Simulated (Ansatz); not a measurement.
The first iterations of a band of AlH5N (7 atoms, charge 0, multiplicity 2).

The calculation used UKS B3LYP/def2-SVP (Ansatz).

- movable images: 5
- climbing image: yes
- spring: 5.0 eV/Å²
- optimiser: quadratic models (default)
- start path: through a guess of the saddle point
- force threshold: 0.03 eV/Å
- iteration limit: 60
- end points: relaxed

Initial state:

```xyz
7
Properties=species:S:1:pos:R:3
Al 0.022 -0.024 0.676
H -0.546 1.444 1.353
H 1.461 0.162 0.029
H -1.160 -0.830 -0.015
N 0.109 -0.329 2.539
H -0.721 -0.509 3.109
H 0.834 0.085 3.130
```

Final state:

```xyz
7
Properties=species:S:1:pos:R:3
Al 0.245 0.173 0.249
H -0.933 0.845 2.554
H 1.548 -0.771 0.311
H -1.146 -0.525 -0.165
N -0.113 0.275 2.328
H -0.283 -0.663 2.704
H 0.682 0.667 2.840
```

| iteration | highest image above the first end (eV) | largest band force component (eV/Å) |
| --- | --- | --- |
| 1 | 4.362 | 29.115 |
| 2 | 1.675 | 3.693 |
| 3 | 1.291 | 2.051 |
| 4 | 0.955 | 1.948 |
| 5 | 0.768 | 1.288 |
| 6 | 0.729 | 0.582 |
| 7 | 0.676 | 0.502 |
| 8 | 0.610 | 0.930 |
| 9 | 0.568 | 1.222 |

Q: Does the band converge within its limit, and where does its top end?

A: The forces met the threshold. It ended after 28 iterations with the highest image 0.490 eV above the first end. A vibrational analysis at the climbing image gives one clearly imaginary mode, 1372i cm⁻¹: a first-order saddle point.

Run time: 4 min on 1 thread of Arm Neoverse V2, on a shared host, peak memory 0.12 GiB.
